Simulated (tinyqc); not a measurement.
RHF in the sto-6g basis, for H2F+, spin multiplicity 1, step by step (part 2 of 2). Computed by tinyqc, a small Python program that keeps every step (integrals from PySCF). Command: `OMP_NUM_THREADS=1 python tinyqc.py 21914 21915 out.jsonl` (the two numbers bound the seeds that draw the settings). One thread of a shared host (Intel(R) Xeon(R) Processor @ 2.60GHz), about 0.2 s of CPU time with the checks.

Geometry (angstrom):
```
atom         x          y         z
F     0.000000   0.000000  0.000000
H     0.000000   1.044000  0.746000
H     0.000000  -1.112000  0.795000
```

## Iteration 2: diagonalisation and new density

extrapolated F (hartree):
```
             1F 1s      1F 2s     1F 2px     1F 2py     1F 2pz      2H 1s      3H 1s
1F 1s   -27.321379  -6.594213   0.000000  -0.001447  -0.014988  -0.621795  -0.512344
1F 2s    -6.594213  -3.613607   0.000000  -0.008381  -0.032365  -0.732811  -0.625314
1F 2px    0.000000   0.000000  -1.215328   0.000000   0.000000   0.000000   0.000000
1F 2py   -0.001447  -0.008381   0.000000  -0.974018  -0.015023  -0.412732   0.370299
1F 2pz   -0.014988  -0.032365   0.000000  -0.015023  -0.992540  -0.339056  -0.310787
2H 1s    -0.621795  -0.732811   0.000000  -0.412732  -0.339056  -0.626857  -0.146065
3H 1s    -0.512344  -0.625314   0.000000   0.370299  -0.310787  -0.146065  -0.569342
```

X:
```
            1F 1s      1F 2s    1F 2px     1F 2py     1F 2pz      2H 1s      3H 1s
1F 1s    1.021725  -0.125178  0.000000  -0.000481  -0.002414   0.011879   0.010244
1F 2s   -0.125178   1.064395  0.000000   0.004817   0.021689  -0.130859  -0.108820
1F 2px   0.000000   0.000000  1.000000   0.000000   0.000000   0.000000   0.000000
1F 2py  -0.000481   0.004817  0.000000   1.023588   0.002259  -0.099298   0.086589
1F 2pz  -0.002414   0.021689  0.000000   0.002259   1.010869  -0.065261  -0.055413
2H 1s    0.011879  -0.130859  0.000000  -0.099298  -0.065261   1.046452  -0.035346
3H 1s    0.010244  -0.108820  0.000000   0.086589  -0.055413  -0.035346   1.034647
```

D after iteration 1:
```
            1F 1s      1F 2s    1F 2px     1F 2py     1F 2pz      2H 1s      3H 1s
1F 1s    2.116385  -0.505276  0.000000   0.000294   0.018601   0.026450   0.023496
1F 2s   -0.505276   2.198284  0.000000  -0.002913  -0.113708  -0.142933  -0.125801
1F 2px   0.000000   0.000000  2.000000   0.000000   0.000000   0.000000   0.000000
1F 2py   0.000294  -0.002913  0.000000   1.543833   0.011129   0.204036  -0.219424
1F 2pz   0.018601  -0.113708  0.000000   0.011129   1.611422   0.224546   0.246261
2H 1s    0.026450  -0.142933  0.000000   0.204036   0.224546   0.309620  -0.028039
3H 1s    0.023496  -0.125801  0.000000  -0.219424   0.246261  -0.028039   0.331744
```

overlap S:
```
           1F 1s     1F 2s    1F 2px     1F 2py    1F 2pz     2H 1s      3H 1s
1F 1s   1.000000  0.232479  0.000000   0.000000  0.000000  0.021692   0.017857
1F 2s   0.232479  1.000000  0.000000   0.000000  0.000000  0.248282   0.213666
1F 2px  0.000000  0.000000  1.000000   0.000000  0.000000  0.000000   0.000000
1F 2py  0.000000  0.000000  0.000000   1.000000  0.000000  0.176858  -0.155107
1F 2pz  0.000000  0.000000  0.000000   0.000000  1.000000  0.126375   0.110890
2H 1s   0.021692  0.248282  0.000000   0.176858  0.126375  1.000000   0.093026
3H 1s   0.017857  0.213666  0.000000  -0.155107  0.110890  0.093026   1.000000
```

Diagonalise F' = X^T F X, C = X C', fill 5 alpha and 5 beta electrons from the bottom; D = 2 C_occ C_occ^T; the new density keeps 0.5 of the old one (damping). Each column has its largest component positive (the first on a tie).

F' = X^T F X (hartree):
```
            1          2          3          4          5          6          7
1  -26.913376  -3.192243   0.000000  -0.002794  -0.026427  -0.057493  -0.039623
2   -3.192243  -2.470325   0.000000   0.003351   0.039805  -0.292255  -0.247678
3    0.000000   0.000000  -1.215328   0.000000   0.000000   0.000000   0.000000
4   -0.002794   0.003351   0.000000  -0.878930  -0.007592  -0.313419   0.286934
5   -0.026427   0.039805   0.000000  -0.007592  -0.939469  -0.247910  -0.229872
6   -0.057493  -0.292255   0.000000  -0.313419  -0.247910  -0.423221  -0.036361
7   -0.039623  -0.247678   0.000000   0.286934  -0.229872  -0.036361  -0.413012
```

orbital energies (hartree): MO1 -27.323940, MO2 -2.142791, MO3 -1.215328, MO4 -1.131577, MO5 -1.087837, MO6 -0.216174, MO7 -0.136015

coefficients C:
```
              MO1        MO2       MO3        MO4        MO5        MO6        MO7
1F 1s    0.997493  -0.245663  0.000000   0.018236   0.025852   0.057659   0.013270
1F 2s    0.010782   1.008175  0.000000  -0.101286  -0.144194  -0.350878  -0.085835
1F 2px   0.000000   0.000000  1.000000   0.000000   0.000000   0.000000   0.000000
1F 2py   0.000123   0.007408  0.000000   0.727033  -0.385110   0.081629  -0.617668
1F 2pz   0.000861   0.029782  0.000000   0.401860   0.780578  -0.499936  -0.089715
2H 1s   -0.001376   0.040649  0.000000   0.381539   0.080945   0.560567   0.812208
3H 1s   -0.001137   0.033118  0.000000  -0.144873   0.358310   0.776280  -0.584102
```

D after iteration 2:
```
            1F 1s      1F 2s    1F 2px     1F 2py     1F 2pz      2H 1s      3H 1s
1F 1s    2.114535  -0.495128  0.000000   0.001752   0.030352   0.010917   0.009100
1F 2s   -0.495128   2.146725  0.000000  -0.012095  -0.180077  -0.080817  -0.066517
1F 2px   0.000000   0.000000  2.000000   0.000000   0.000000   0.000000   0.000000
1F 2py   0.001752  -0.012095  0.000000   1.448859  -0.002658   0.348538  -0.352783
1F 2pz   0.030352  -0.180077  0.000000  -0.002658   1.577393   0.329992   0.345586
2H 1s    0.010917  -0.080817  0.000000   0.348538   0.329992   0.308589  -0.038943
3H 1s    0.009100  -0.066517  0.000000  -0.352783   0.345586  -0.038943   0.316344
```

## Iteration 31 (converged): orbitals

converged F (hartree):
```
             1F 1s      1F 2s     1F 2px     1F 2py     1F 2pz      2H 1s      3H 1s
1F 1s   -26.812409  -6.494214   0.000000  -0.001246  -0.015835  -0.612468  -0.504587
1F 2s    -6.494214  -3.348908   0.000000  -0.004829  -0.054071  -0.695868  -0.596212
1F 2px    0.000000   0.000000  -0.928667   0.000000   0.000000   0.000000   0.000000
1F 2py   -0.001246  -0.004829   0.000000  -0.780065  -0.000184  -0.380207   0.341468
1F 2pz   -0.015835  -0.054071   0.000000  -0.000184  -0.830059  -0.303956  -0.276269
2H 1s    -0.612468  -0.695868   0.000000  -0.380207  -0.303956  -0.574226  -0.133651
3H 1s    -0.504587  -0.596212   0.000000   0.341468  -0.276269  -0.133651  -0.537412
```

Diagonalise F' = X^T F X, C = X C', fill 5 alpha and 5 beta electrons from the bottom; D = 2 C_occ C_occ^T. Each column has its largest component positive (the first on a tie).

F' = X^T F X (hartree):
```
            1          2          3          4          5          6          7
1  -26.403277  -3.182664   0.000000  -0.003127  -0.024514  -0.055068  -0.037514
2   -3.182664  -2.205244   0.000000   0.007657   0.013893  -0.293107  -0.248453
3    0.000000   0.000000  -0.928667   0.000000   0.000000   0.000000   0.000000
4   -0.003127   0.007657   0.000000  -0.686801   0.007661  -0.302282   0.272642
5   -0.024514   0.013893   0.000000   0.007661  -0.782457  -0.224603  -0.202340
6   -0.055068  -0.293107   0.000000  -0.302282  -0.224603  -0.380872  -0.029627
7   -0.037514  -0.248453   0.000000   0.272642  -0.202340  -0.029627  -0.390523
```

orbital energies (hartree): MO1 -26.815403, MO2 -1.890983, MO3 -0.961442, MO4 -0.928667, MO5 -0.923708, MO6 -0.182894, MO7 -0.074743

coefficients C:
```
              MO1        MO2        MO3       MO4        MO5        MO6        MO7
1F 1s    0.997271  -0.243726   0.011669  0.000000   0.041049   0.060418   0.020490
1F 2s    0.011718   0.992444  -0.063052  0.000000  -0.214125  -0.356693  -0.126210
1F 2px   0.000000   0.000000   0.000000  1.000000   0.000000   0.000000   0.000000
1F 2py   0.000119   0.004309   0.762574  0.000000  -0.144760   0.159534  -0.661193
1F 2pz   0.000942   0.054530   0.146014  0.000000   0.854844  -0.502332  -0.149257
2H 1s   -0.001510   0.065867   0.392838  0.000000   0.194731   0.472220   0.841499
3H 1s   -0.001256   0.056597  -0.291222  0.000000   0.313805   0.823368  -0.479411
```

D after iteration 31:
```
            1F 1s      1F 2s    1F 2px     1F 2py     1F 2pz      2H 1s      3H 1s
1F 1s    2.111547  -0.479448  0.000000   0.004049   0.048886  -0.009964  -0.011126
1F 2s   -0.479448   2.069815  0.000000  -0.025614  -0.276243  -0.002228   0.014647
1F 2px   0.000000   0.000000  2.000000   0.000000   0.000000   0.000000   0.000000
1F 2py   0.004049  -0.025614  0.000000   1.204985  -0.024332   0.543324  -0.534522
1F 2pz   0.048886  -0.276243  0.000000  -0.024332   1.510105   0.454829   0.457633
2H 1s   -0.009964  -0.002228  0.000000   0.543324   0.454829   0.393165  -0.099131
3H 1s   -0.011126   0.014647  0.000000  -0.534522   0.457633  -0.099131   0.372977
```

## Convergence

Stop when the energy changes by less than 1e-09 hartree and every element of the error matrix X^T (F D S - S D F) X is below 9e-06.

Course of the cycle:
```
iteration   E (hartree)     change  largest element of the error matrix
1          -98.88716747          -                             3.55e-01
2          -99.21950315  -3.32e-01                             1.87e-01
3          -99.41454014  -1.95e-01                             1.46e-01
4          -99.52423949  -1.10e-01                             1.03e-01
5          -99.58298533  -5.87e-02                             6.29e-02
6          -99.61315365  -3.02e-02                             2.88e-02
7          -99.62844070  -1.53e-02                             1.48e-02
8          -99.63614021  -7.70e-03                             7.69e-03
9          -99.64000334  -3.86e-03                             3.85e-03
10         -99.64193821  -1.93e-03                             1.93e-03
11         -99.64290648  -9.68e-04                             9.67e-04
12         -99.64339081  -4.84e-04                             4.84e-04
13         -99.64363303  -2.42e-04                             2.42e-04
14         -99.64375415  -1.21e-04                             1.21e-04
...                 ...        ...                                  ...
18         -99.64386771  -7.57e-06                             7.56e-06
19         -99.64387150  -3.79e-06                             3.78e-06
20         -99.64387339  -1.89e-06                             1.89e-06
21         -99.64387434  -9.46e-07                             9.45e-07
22         -99.64387481  -4.73e-07                             4.73e-07
23         -99.64387505  -2.37e-07                             2.36e-07
24         -99.64387516  -1.18e-07                             1.18e-07
25         -99.64387522  -5.91e-08                             5.91e-08
26         -99.64387525  -2.96e-08                             2.95e-08
27         -99.64387527  -1.48e-08                             1.48e-08
28         -99.64387527  -7.39e-09                             7.39e-09
29         -99.64387528  -3.70e-09                             3.69e-09
30         -99.64387528  -1.85e-09                             1.85e-09
31         -99.64387528  -9.24e-10                             9.23e-10
```

PySCF RHF in the same basis = -99.64387528 hartree

Converged in 31 iterations.

## Populations, bond orders and dipole

Mulliken: Z minus the diagonal of D S on the atom; Loewdin: the same with S^(1/2) D S^(1/2); Mayer order: 2 sum_s sum (D(s) S)_ij (D(s) S)_ji over the two atoms.

Charges (e):
```
atom  Mulliken   Loewdin
1F    0.037084  0.093811
2H    0.463256  0.431616
3H    0.499659  0.474574
```

Mayer bond orders:
```
pair     order
2-1   0.775908
3-1   0.740855
3-2   0.009485
```

dipole moment about the origin, x y z (debye): 0.000000  -0.337314  3.982482
